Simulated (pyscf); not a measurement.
Thermochemistry of product channels of H₂N–InH₂ + NH₃ on the singlet surface, in kcal/mol, from ωB97M-D3(BJ)/def2-TZVP energies (ideal gas, 1 atm, RRHO with modes under 100 cm⁻¹ raised to 100, one conformer, R ln 2 for chiral ones without a mode under 150 cm⁻¹). PySCF, gas phase, ωB97X-D3(BJ)/def2-SVP geometries.

```json
[
 {"products": "H₂N–InH–NH₂ + H₂", "ΔE": "+4.7", "ΔH(298 K)": "+2.0", "ΔG(298 K)": "+3.4", "ΔG(1200 K)": "+4.1"},
 {"products": "H₂N–NH–InH₂ + H₂", "ΔE": "___", "ΔH(298 K)": "+44.9", "ΔG(298 K)": "+46.8", "ΔG(1200 K)": "+50.3"}
]
```

Question: Fill in the missing entries.

Answer: 
- H₂N–NH–InH₂ + H₂, ΔE: +48.4

These are energies of the channels, which say nothing of barriers. Elements past Kr carry the def2 core potentials, without spin-orbit coupling.
